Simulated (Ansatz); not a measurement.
Potential energy curve for H2, singlet.

Levels: UHF/cc-pVQZ (Ansatz, a first-principles code); RHF/cc-pVQZ (Ansatz); UKS-PBE = Ansatz with unrestricted PBE/cc-pVQZ; RKS-PBE = Ansatz with restricted PBE/cc-pVQZ; UKS-CAM-B3LYP = unrestricted CAM-B3LYP/cc-pVQZ run with Ansatz; RKS-CAM-B3LYP = restricted CAM-B3LYP/cc-pVQZ run with Ansatz.

Scanned distances (Å): 0.60, 0.65, 0.68, 0.70, 0.73, 0.75, 0.77, 0.80, 0.82, 0.86, 0.92, 1.01, 1.12, 1.23, 1.33, 1.50, 1.67, 1.86, 1.99, 2.22, 2.64, 2.98.

Question: Where does the unrestricted solution first break spin symmetry (<S²> of 0.01 or more)?

Answer: UHF: between 1.12 and 1.23 Å; UKS-PBE: between 1.50 and 1.67 Å; UKS-CAM-B3LYP: between 1.33 and 1.50 Å.

```json
[
 {"R / Å": "0.60", "<S²> UHF": "0.00", "E(RHF) − E(UHF) / kcal/mol": "0.0", "<S²> UKS-PBE": "0.00", "E(RKS-PBE) − E(UKS-PBE) / kcal/mol": "0.0", "<S²> UKS-CAM-B3LYP": "0.00", "E(RKS-CAM-B3LYP) − E(UKS-CAM-B3LYP) / kcal/mol": "0.0"},
 {"R / Å": "0.65", "<S²> UHF": "0.00", "E(RHF) − E(UHF) / kcal/mol": "0.0", "<S²> UKS-PBE": "0.00", "E(RKS-PBE) − E(UKS-PBE) / kcal/mol": "0.0", "<S²> UKS-CAM-B3LYP": "0.00", "E(RKS-CAM-B3LYP) − E(UKS-CAM-B3LYP) / kcal/mol": "0.0"},
 {"R / Å": "0.68", "<S²> UHF": "0.00", "E(RHF) − E(UHF) / kcal/mol": "0.0", "<S²> UKS-PBE": "0.00", "E(RKS-PBE) − E(UKS-PBE) / kcal/mol": "0.0", "<S²> UKS-CAM-B3LYP": "0.00", "E(RKS-CAM-B3LYP) − E(UKS-CAM-B3LYP) / kcal/mol": "0.0"},
 {"R / Å": "0.70", "<S²> UHF": "0.00", "E(RHF) − E(UHF) / kcal/mol": "0.0", "<S²> UKS-PBE": "0.00", "E(RKS-PBE) − E(UKS-PBE) / kcal/mol": "0.0", "<S²> UKS-CAM-B3LYP": "0.00", "E(RKS-CAM-B3LYP) − E(UKS-CAM-B3LYP) / kcal/mol": "0.0"},
 {"R / Å": "0.73", "<S²> UHF": "0.00", "E(RHF) − E(UHF) / kcal/mol": "0.0", "<S²> UKS-PBE": "0.00", "E(RKS-PBE) − E(UKS-PBE) / kcal/mol": "0.0", "<S²> UKS-CAM-B3LYP": "0.00", "E(RKS-CAM-B3LYP) − E(UKS-CAM-B3LYP) / kcal/mol": "0.0"},
 {"R / Å": "0.75", "<S²> UHF": "0.00", "E(RHF) − E(UHF) / kcal/mol": "0.0", "<S²> UKS-PBE": "0.00", "E(RKS-PBE) − E(UKS-PBE) / kcal/mol": "0.0", "<S²> UKS-CAM-B3LYP": "0.00", "E(RKS-CAM-B3LYP) − E(UKS-CAM-B3LYP) / kcal/mol": "0.0"},
 {"R / Å": "0.77", "<S²> UHF": "0.00", "E(RHF) − E(UHF) / kcal/mol": "0.0", "<S²> UKS-PBE": "0.00", "E(RKS-PBE) − E(UKS-PBE) / kcal/mol": "0.0", "<S²> UKS-CAM-B3LYP": "0.00", "E(RKS-CAM-B3LYP) − E(UKS-CAM-B3LYP) / kcal/mol": "0.0"},
 {"R / Å": "0.80", "<S²> UHF": "0.00", "E(RHF) − E(UHF) / kcal/mol": "0.0", "<S²> UKS-PBE": "0.00", "E(RKS-PBE) − E(UKS-PBE) / kcal/mol": "0.0", "<S²> UKS-CAM-B3LYP": "0.00", "E(RKS-CAM-B3LYP) − E(UKS-CAM-B3LYP) / kcal/mol": "0.0"},
 {"R / Å": "0.82", "<S²> UHF": "0.00", "E(RHF) − E(UHF) / kcal/mol": "0.0", "<S²> UKS-PBE": "0.00", "E(RKS-PBE) − E(UKS-PBE) / kcal/mol": "0.0", "<S²> UKS-CAM-B3LYP": "0.00", "E(RKS-CAM-B3LYP) − E(UKS-CAM-B3LYP) / kcal/mol": "0.0"},
 {"R / Å": "0.86", "<S²> UHF": "0.00", "E(RHF) − E(UHF) / kcal/mol": "0.0", "<S²> UKS-PBE": "0.00", "E(RKS-PBE) − E(UKS-PBE) / kcal/mol": "0.0", "<S²> UKS-CAM-B3LYP": "0.00", "E(RKS-CAM-B3LYP) − E(UKS-CAM-B3LYP) / kcal/mol": "0.0"},
 {"R / Å": "0.92", "<S²> UHF": "0.00", "E(RHF) − E(UHF) / kcal/mol": "0.0", "<S²> UKS-PBE": "0.00", "E(RKS-PBE) − E(UKS-PBE) / kcal/mol": "0.0", "<S²> UKS-CAM-B3LYP": "0.00", "E(RKS-CAM-B3LYP) − E(UKS-CAM-B3LYP) / kcal/mol": "0.0"},
 {"R / Å": "1.01", "<S²> UHF": "0.00", "E(RHF) − E(UHF) / kcal/mol": "0.0", "<S²> UKS-PBE": "0.00", "E(RKS-PBE) − E(UKS-PBE) / kcal/mol": "0.0", "<S²> UKS-CAM-B3LYP": "0.00", "E(RKS-CAM-B3LYP) − E(UKS-CAM-B3LYP) / kcal/mol": "0.0"},
 {"R / Å": "1.12", "<S²> UHF": "0.00", "E(RHF) − E(UHF) / kcal/mol": "0.0", "<S²> UKS-PBE": "0.00", "E(RKS-PBE) − E(UKS-PBE) / kcal/mol": "0.0", "<S²> UKS-CAM-B3LYP": "0.00", "E(RKS-CAM-B3LYP) − E(UKS-CAM-B3LYP) / kcal/mol": "0.0"},
 {"R / Å": "1.23", "<S²> UHF": "0.04", "E(RHF) − E(UHF) / kcal/mol": "0.0", "<S²> UKS-PBE": "0.00", "E(RKS-PBE) − E(UKS-PBE) / kcal/mol": "0.0", "<S²> UKS-CAM-B3LYP": "0.00", "E(RKS-CAM-B3LYP) − E(UKS-CAM-B3LYP) / kcal/mol": "0.0"},
 {"R / Å": "1.33", "<S²> UHF": "0.29", "E(RHF) − E(UHF) / kcal/mol": "2.3", "<S²> UKS-PBE": "0.00", "E(RKS-PBE) − E(UKS-PBE) / kcal/mol": "0.0", "<S²> UKS-CAM-B3LYP": "0.00", "E(RKS-CAM-B3LYP) − E(UKS-CAM-B3LYP) / kcal/mol": "0.0"},
 {"R / Å": "1.50", "<S²> UHF": "0.58", "E(RHF) − E(UHF) / kcal/mol": "11.4", "<S²> UKS-PBE": "0.00", "E(RKS-PBE) − E(UKS-PBE) / kcal/mol": "0.0", "<S²> UKS-CAM-B3LYP": "0.10", "E(RKS-CAM-B3LYP) − E(UKS-CAM-B3LYP) / kcal/mol": "0.2"},
 {"R / Å": "1.67", "<S²> UHF": "0.74", "E(RHF) − E(UHF) / kcal/mol": "23.8", "<S²> UKS-PBE": "0.16", "E(RKS-PBE) − E(UKS-PBE) / kcal/mol": "0.3", "<S²> UKS-CAM-B3LYP": "0.37", "E(RKS-CAM-B3LYP) − E(UKS-CAM-B3LYP) / kcal/mol": "3.6"},
 {"R / Å": "1.86", "<S²> UHF": "0.85", "E(RHF) − E(UHF) / kcal/mol": "38.5", "<S²> UKS-PBE": "0.54", "E(RKS-PBE) − E(UKS-PBE) / kcal/mol": "4.2", "<S²> UKS-CAM-B3LYP": "0.61", "E(RKS-CAM-B3LYP) − E(UKS-CAM-B3LYP) / kcal/mol": "10.4"},
 {"R / Å": "1.99", "<S²> UHF": "0.90", "E(RHF) − E(UHF) / kcal/mol": "48.4", "<S²> UKS-PBE": "0.70", "E(RKS-PBE) − E(UKS-PBE) / kcal/mol": "8.4", "<S²> UKS-CAM-B3LYP": "0.73", "E(RKS-CAM-B3LYP) − E(UKS-CAM-B3LYP) / kcal/mol": "16.1"},
 {"R / Å": "2.22", "<S²> UHF": "0.95", "E(RHF) − E(UHF) / kcal/mol": "64.5", "<S²> UKS-PBE": "0.86", "E(RKS-PBE) − E(UKS-PBE) / kcal/mol": "16.5", "<S²> UKS-CAM-B3LYP": "0.86", "E(RKS-CAM-B3LYP) − E(UKS-CAM-B3LYP) / kcal/mol": "26.6"},
 {"R / Å": "2.64", "<S²> UHF": "0.99", "E(RHF) − E(UHF) / kcal/mol": "88.8", "<S²> UKS-PBE": "0.97", "E(RKS-PBE) − E(UKS-PBE) / kcal/mol": "29.6", "<S²> UKS-CAM-B3LYP": "0.96", "E(RKS-CAM-B3LYP) − E(UKS-CAM-B3LYP) / kcal/mol": "43.8"},
 {"R / Å": "2.98", "<S²> UHF": "0.99", "E(RHF) − E(UHF) / kcal/mol": "103.8", "<S²> UKS-PBE": "0.99", "E(RKS-PBE) − E(UKS-PBE) / kcal/mol": "37.1", "<S²> UKS-CAM-B3LYP": "0.98", "E(RKS-CAM-B3LYP) − E(UKS-CAM-B3LYP) / kcal/mol": "54.9"}
]
```
